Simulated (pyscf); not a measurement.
Thermochemistry of product channels of `[CH3][CH2][ZnH]` + `[NH3]` on the singlet surface, in kJ/mol, from ωB97M-D3(BJ)/def2-TZVP energies (ideal gas, 1 atm, RRHO with modes under 100 cm⁻¹ raised to 100, one conformer, R ln 2 for chiral ones without a mode under 150 cm⁻¹). Single points on ωB97X-D3(BJ)/def2-SVP structures (PySCF, gas phase).

```
products                             ΔE  ΔH(298 K)  ΔG(900 K)  ΔG(1200 K)
--------------------------------  -----  ---------  ---------  ----------
`[CH3][CH2][Zn][NH2]` + `[H][H]`   +5.6       -5.6       -1.7        -4.3
`[CH3][CH3]` + `[NH2][ZnH]`       -51.6      -52.2      -54.6       -55.3
```

These are energies of the channels, which say nothing of barriers. Elements up to Kr have no core potential and no relativistic terms here.
